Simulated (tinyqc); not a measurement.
Hueckel theory of the pi electrons, for the molecule O=CN=O (SMILES; centres numbered as the heavy atoms are written), step by step. One step of it, computed by the program tinyqc.

Task: Orbitals. Diagonalise; E = alpha + x beta with beta < 0, so the largest x are filled first; degenerate levels share their electrons. P = sum n_i c_ri c_si; each orbital has its largest coefficient positive (the first on a tie).

Hueckel matrix in units of beta (H = alpha + beta A), lower triangle:
```
          1O        2C        3N        4O
1O  1.000000
2C  1.000000  0.000000
3N  0.000000  1.000000  0.500000
4O  0.000000  0.000000  1.000000  1.000000
```

pi electrons, sum of z_r less the charge = 4

Give: x values; occupations; coefficients; charge and bond-order matrix P.

Result:

x values: 2.1502  1.4486  0.1306  -1.2293

occupations: 2.0000  2.0000  0.0000  0.0000

coefficients:
```
       MO1      MO2      MO3      MO4
1O  0.4038   0.7192   0.4644  -0.3226
2C  0.4644   0.3226  -0.4038   0.7192
3N  0.5948  -0.2519  -0.5172  -0.5615
4O  0.5172  -0.5615   0.5948   0.2519
```

charge and bond-order matrix P, lower triangle:
```
         1O      2C      3N      4O
1O   1.3605
2C   0.8391  0.6395
3N   0.1181  0.3900  0.8345
4O  -0.3900  0.1181  0.8981  1.1655
```
